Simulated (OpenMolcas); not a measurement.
# BNH4 (BH2(NH2)), step by step

Wanted: a single-point energy (UHF/STO-3G), then the energy (CASSCF(2,2)/STO-3G), then a single-point energy (CASPT2(2,2)/STO-3G), then the energy (SC-NEVPT2(2,2)/STO-3G), then a single-point energy (MRCI(2,2)/STO-3G) of BNH4 (BH2(NH2)). 

The results are computed with OpenMolcas 26.06.

## 1. The molecule

BNH4 has 6 atoms, charge 0, and is taken as a singlet. SMILES: `[H]B([H])N`. The N4–H5 distance was set to 2.014 Å, away from the relaxed value. At this shape a bond of the SMILES string is far longer than usual.

Bond lengths: B1–N4 1.378 Å, B1–H2 1.171 Å, B1–H3 1.171 Å, N4–H6 1.007 Å. Angles: B1–N4–H6 123.7°, H2–B1–N4 118.8°, H3–B1–N4 119.0°, H2–B1–H3 122.1°.

## 2. A single-point energy at UHF/STO-3G (run 1)

Contents of step1.inp:

```
* BH4N Hartree-Fock
&GATEWAY
BASLIB
$CurrDir
BASISSET
B.STO-3G....
B1 1.195866 0.747011 0.514843 angstrom
End of Basis
BASISSET
H.STO-3G....
H2 2.184026 0.826161 1.138633 angstrom
H3 0.775316 1.648681 -0.102917 angstrom
H5 -1.199300 -0.750580 -0.515060 angstrom
H6 0.805136 -1.265099 1.013153 angstrom
End of Basis
BASISSET
N.STO-3G....
N4 0.508526 -0.446859 0.507323 angstrom
End of Basis
&SEWARD
&SCF
UHF
SCRAMBLE
0.25
PRORBITALS
1 1
```

The basis set STO-3G is read from a file made from the Basis Set Exchange's data (not shown).

Launch:

```
$ export MOLCAS_MEM=1860
$ pymolcas step1.inp > step1.log
```

Standard output:

```text
--- Start Module: gateway ---
[...]
--- Stop Module: gateway /rc=_RC_ALL_IS_WELL_ ---
--- Start Module: seward ---
[...]
      Basis functions           14
--- Stop Module: seward /rc=_RC_ALL_IS_WELL_ ---
--- Start Module: scf ---
[...]
       Convergence after  20 Iterations
[...]
::    Total SCF energy                                -80.2830291402
[...]
      Total spin, S                                     0.5713017937
[...]
      Total electronic charge=   16.000000
      Total            charge=   -0.000000
[...]
      Dipole Moment (debye):
      Origin of the operator (angstrom)=    0.7875    0.0836    0.4930
                   X= -1.6779E-01               Y= -1.3936E+00               Z=  4.1766E-01           Total=  1.4645E+00
      Quadrupole Moment (debye*angstrom):
[...]
--- Stop Module: scf /rc=_RC_ALL_IS_WELL_ ---
[...]
```

It took 1.9 s on 1 thread of Intel Xeon Platinum 8488C (Sapphire Rapids), shared host; peak memory 0.37 GiB.

## 3. The energy at CASSCF(2,2)/STO-3G (run 2)

Contents of step2.input:

```
* BH4N CASSCF
&GATEWAY
BasLib=$CurrDir
BasisSet
B.STO-3G....
B1 1.195866 0.747011 0.514843 angstrom
End of Basis
BasisSet
H.STO-3G....
H2 2.184026 0.826161 1.138633 angstrom
H3 0.775316 1.648681 -0.102917 angstrom
H5 -1.199300 -0.750580 -0.515060 angstrom
H6 0.805136 -1.265099 1.013153 angstrom
End of Basis
BasisSet
N.STO-3G....
N4 0.508526 -0.446859 0.507323 angstrom
End of Basis
&SEWARD
&RASSCF
FileOrb=$CurrDir/step1.UnaOrb
Spin=1
Nactel=2 0 0
Inactive=7
Ras2=2
OrbListing=Nothing
OrbAppear=Compact
```

The basis set STO-3G is read from a file made from the Basis Set Exchange's data (not shown).

Launch:

```
$ export MOLCAS_MEM=1860
$ pymolcas step2.input > step2.log
```

Standard output:

```text
--- Start Module: gateway ---
[...]
--- Stop Module: gateway /rc=_RC_ALL_IS_WELL_ ---
--- Start Module: seward ---
[...]
      Basis functions           14
--- Stop Module: seward /rc=_RC_ALL_IS_WELL_ ---
--- Start Module: rasscf ---
[...]
      Number of active orbitals                  2
[...]
      Spin quantum number                      0.0
[...]
      Active orbitals                            2
[...]
      Number of CSFs                             3
[...]
      Number of root(s) required                 1
[...]
      Convergence after 13 iterations
[...]
      printout of CI-coefficients larger than  0.05 for root  1
      energy=     -80.302818
      conf/sym  11     Coeff  Weight
             1  20  -0.88948 0.79117
             3  02   0.45698 0.20883
      Natural orbitals and occupation numbers for root  1
      sym 1:   1.582340   0.417660
      ************************************************************************************************************************
      *                                                    Final results                                                     *
[...]
::    RASSCF root number  1 Total energy:    -80.30281771
[...]
      Total electronic charge=   16.000000
      Total            charge=   -0.000000
[...]
      Dipole Moment (debye):
      Origin of the operator (angstrom)=    0.7875    0.0836    0.4930
                   X= -2.4178E-01               Y= -1.3666E+00               Z=  3.5737E-01           Total=  1.4331E+00
      Quadrupole Moment (debye*angstrom):
[...]
--- Stop Module: rasscf /rc=_RC_ALL_IS_WELL_ ---
[...]
```

Wall time 2 s (1 thread of Intel Xeon Platinum 8488C (Sapphire Rapids), shared host); peak memory 0.37 GiB.

## 4. A single-point energy at CASPT2(2,2)/STO-3G (run 3)

Contents of step3.inp:

```
&gateway
 baslib=$CurrDir
 basisset
 B.STO-3G....
 B1 1.195866 0.747011 0.514843 angstrom
 End of Basis
 basisset
 H.STO-3G....
 H2 2.184026 0.826161 1.138633 angstrom
 H3 0.775316 1.648681 -0.102917 angstrom
 H5 -1.199300 -0.750580 -0.515060 angstrom
 H6 0.805136 -1.265099 1.013153 angstrom
 End of Basis
 basisset
 N.STO-3G....
 N4 0.508526 -0.446859 0.507323 angstrom
 End of Basis

&seward

&rasscf
 fileorb=$CurrDir/step2.RasOrb
 spin=1
 nactel=2 0 0
 inactive=7
 ras2=2
 orblisting=Nothing
 orbappear=Compact

&caspt2
 imaginary=0.1
 frozen=2
```

The basis set STO-3G is read from a file made from the Basis Set Exchange's data (not shown).

Launch:

```
$ export MOLCAS_MEM=1860
$ pymolcas step3.inp > step3.log
```

Standard output:

```text
--- Start Module: gateway ---
[...]
--- Stop Module: gateway /rc=_RC_ALL_IS_WELL_ ---
[...]
      Basis functions           14
[...]
--- Start Module: rasscf ---
[...]
      Number of active orbitals                  2
[...]
      Spin quantum number                      0.0
[...]
      Active orbitals                            2
[...]
      Number of CSFs                             3
[...]
      Number of root(s) required                 1
[...]
      Convergence after  4 iterations
[...]
      printout of CI-coefficients larger than  0.05 for root  1
      energy=     -80.302818
      conf/sym  11     Coeff  Weight
             1  20  -0.88948 0.79117
             3  02   0.45698 0.20883
      Natural orbitals and occupation numbers for root  1
      sym 1:   1.582340   0.417660
      ************************************************************************************************************************
      *                                                    Final results                                                     *
[...]
::    RASSCF root number  1 Total energy:    -80.30281771
[...]
      Total electronic charge=   16.000000
      Total            charge=   -0.000000
[...]
      Dipole Moment (debye):
      Origin of the operator (angstrom)=    0.7875    0.0836    0.4930
                   X= -2.4178E-01               Y= -1.3666E+00               Z=  3.5736E-01           Total=  1.4331E+00
      Quadrupole Moment (debye*angstrom):
[...]
--- Stop Module: rasscf /rc=_RC_ALL_IS_WELL_ ---
--- Start Module: caspt2 ---
[...]
      E2 (Variational):          -0.0796733580
      Total energy:             -80.3824910707
[...]
      Reference weight:           0.96513
[...]
::    CASPT2 Root  1     Total energy:    -80.38249107
[...]
--- Stop Module: caspt2 /rc=_RC_ALL_IS_WELL_ ---
[...]
```

It took 1.8 s on 1 thread of Intel Xeon Platinum 8488C (Sapphire Rapids), shared host; peak memory 0.37 GiB.

## 5. A single-point energy at SC-NEVPT2(2,2)/STO-3G (run 4)

Contents of step4.input:

```
* BH4N NEVPT2
>>> EXPORT MOLCAS_PRINT=2
&GATEWAY
BasLib
$CurrDir
BasisSet
B.STO-3G....
B1 1.195866 0.747011 0.514843 angstrom
End of Basis
BasisSet
H.STO-3G....
H2 2.184026 0.826161 1.138633 angstrom
H3 0.775316 1.648681 -0.102917 angstrom
H5 -1.199300 -0.750580 -0.515060 angstrom
H6 0.805136 -1.265099 1.013153 angstrom
End of Basis
BasisSet
N.STO-3G....
N4 0.508526 -0.446859 0.507323 angstrom
End of Basis
&SEWARD
&RASSCF
FileOrb
$CurrDir/step2.RasOrb
Spin
1
Nactel
2 0 0
Inactive
7
Ras2
2
OrbListing
Nothing
OrbAppear
Compact
&CASPT2
SC-NEVPT2
Frozen
2
```

The basis set STO-3G is read from a file made from the Basis Set Exchange's data (not shown).

Launch:

```
$ export MOLCAS_MEM=1860
$ pymolcas step4.input > step4.log
```

Standard output:

```text
--- Start Module: gateway ---
[...]
--- Stop Module: gateway /rc=_RC_ALL_IS_WELL_ ---
[...]
      Basis functions           14
[...]
--- Start Module: rasscf ---
[...]
      Number of active orbitals                  2
[...]
      Spin quantum number                      0.0
[...]
      Active orbitals                            2
[...]
      Number of CSFs                             3
[...]
      Number of root(s) required                 1
[...]
      Convergence after  4 iterations
[...]
      printout of CI-coefficients larger than  0.05 for root  1
      energy=     -80.302818
      conf/sym  11     Coeff  Weight
             1  20  -0.88948 0.79117
             3  02   0.45698 0.20883
      Natural orbitals and occupation numbers for root  1
      sym 1:   1.582340   0.417660
      ************************************************************************************************************************
      *                                                    Final results                                                     *
[...]
::    RASSCF root number  1 Total energy:    -80.30281771
[...]
      Total electronic charge=   16.000000
      Total            charge=   -0.000000
[...]
      Dipole Moment (debye):
      Origin of the operator (angstrom)=    0.7875    0.0836    0.4930
                   X= -2.4178E-01               Y= -1.3666E+00               Z=  3.5736E-01           Total=  1.4331E+00
      Quadrupole Moment (debye*angstrom):
[...]
--- Stop Module: rasscf /rc=_RC_ALL_IS_WELL_ ---
--- Start Module: caspt2 ---
[...]
      E2 (Variational):          -0.0783360808
[...]
      E2 (Variational):          -0.0782008184
      Total energy:             -80.3810185312
[...]
      Reference weight:           0.96633
[...]
::    SC-NEVPT2 Root  1     Total energy:    -80.38101853
[...]
--- Stop Module: caspt2 /rc=_RC_ALL_IS_WELL_ ---
[...]
```

It took 2 s on 1 thread of Intel Xeon Platinum 8488C (Sapphire Rapids), shared host; peak memory 0.37 GiB.

## 6. A single-point energy at MRCI(2,2)/STO-3G (run 5)

Contents of step5.input:

```
&gateway
 baslib
 $CurrDir
 basisset
 B.STO-3G....
 B1 1.195866 0.747011 0.514843 angstrom
 End of Basis
 basisset
 H.STO-3G....
 H2 2.184026 0.826161 1.138633 angstrom
 H3 0.775316 1.648681 -0.102917 angstrom
 H5 -1.199300 -0.750580 -0.515060 angstrom
 H6 0.805136 -1.265099 1.013153 angstrom
 End of Basis
 basisset
 N.STO-3G....
 N4 0.508526 -0.446859 0.507323 angstrom
 End of Basis

&seward

&rasscf
 fileorb
 $CurrDir/step2.RasOrb
 spin
 1
 nactel
 2 0 0
 inactive
 7
 ras2
 2
 orblisting
 Nothing
 orbappear
 Compact

&motra
 lumorb
 frozen
 2

&guga
 electrons
 12
 spin
 1
 inactive
 5
 active
 2
 ciall
 1

&mrci
 sdci
```

The basis set STO-3G is read from a file made from the Basis Set Exchange's data (not shown).

Launch:

```
$ export MOLCAS_MEM=1860
$ pymolcas step5.input > step5.log
```

Standard output:

```text
--- Start Module: gateway ---
[...]
--- Stop Module: gateway /rc=_RC_ALL_IS_WELL_ ---
[...]
      Basis functions           14
[...]
      Number of active orbitals                  2
[...]
      Spin quantum number                      0.0
[...]
      Active orbitals                            2
[...]
      Number of CSFs                             3
[...]
      Number of root(s) required                 1
[...]
      Convergence after  4 iterations
[...]
      printout of CI-coefficients larger than  0.05 for root  1
      energy=     -80.302818
      conf/sym  11     Coeff  Weight
             1  20  -0.88948 0.79117
             3  02   0.45698 0.20883
      Natural orbitals and occupation numbers for root  1
      sym 1:   1.582340   0.417660
      ************************************************************************************************************************
      *                                                    Final results                                                     *
[...]
::    RASSCF root number  1 Total energy:    -80.30281771
[...]
      Dipole Moment (debye):
      Origin of the operator (angstrom)=    0.7875    0.0836    0.4930
                   X= -2.4178E-01               Y= -1.3666E+00               Z=  3.5736E-01           Total=  1.4331E+00
      Quadrupole Moment (debye*angstrom):
[...]
--- Start Module: guga ---
[...]
--- Stop Module: guga /rc=_RC_ALL_IS_WELL_ ---
[...]
       (But an ACPF correction will be computed)
       USE THE DEFAULT ACPF G-VALUE GFAC=  0.16666666666666666
[...]
                      CI ENERGY:   -80.40386064
[...]
                ACPF CORRECTION:    -0.00613173
[...]
      Total electronic charge=   16.000000
      Total            charge=   -0.000000
[...]
     ACPF CORRECTION:     -0.00613173
[...]
  CI State   1     Total energy:    -80.40386064     QDav:     -0.00744848     QACPF:     -0.00613173
[...]
```

Run time: 2.1 s. Hardware: 1 thread of Intel Xeon Platinum 8488C (Sapphire Rapids), shared host; peak memory 0.37 GiB.

## 7. Summary of results

```
                                                    quantity         value
                             run 1, UHF/STO-3G: total energy  -80.28303 Eh
                            run 1, UHF/STO-3G: dipole moment        1.46 D
                              run 1, UHF/STO-3G: HOMO energy      -9.37 eV
                              run 1, UHF/STO-3G: LUMO energy       6.20 eV
                            run 1, UHF/STO-3G: HOMO–LUMO gap      15.57 eV
                                     run 1, UHF/STO-3G: ⟨S²⟩         0.898
                     run 2, CASSCF(2,2)/STO-3G: total energy  -80.30282 Eh
   run 2, CASSCF(2,2)/STO-3G: dipole moment (CASSCF density)        1.43 D
                     run 3, CASPT2(2,2)/STO-3G: total energy  -80.38249 Eh
   run 3, CASPT2(2,2)/STO-3G: dipole moment (CASSCF density)        1.43 D
                  run 4, SC-NEVPT2(2,2)/STO-3G: total energy  -80.38102 Eh
run 4, SC-NEVPT2(2,2)/STO-3G: dipole moment (CASSCF density)        1.43 D
                       run 5, MRCI(2,2)/STO-3G: total energy  -80.40386 Eh
     run 5, MRCI(2,2)/STO-3G: dipole moment (CASSCF density)        1.43 D
```

⟨S²⟩ (run 1, UHF/STO-3G) is 0.90 where a pure singlet has 0.00: the reference is spin-contaminated. Mulliken charges (run 5, MRCI(2,2)/STO-3G) of the CASSCF density run from -0.32 on N4 to +0.25 on B1.
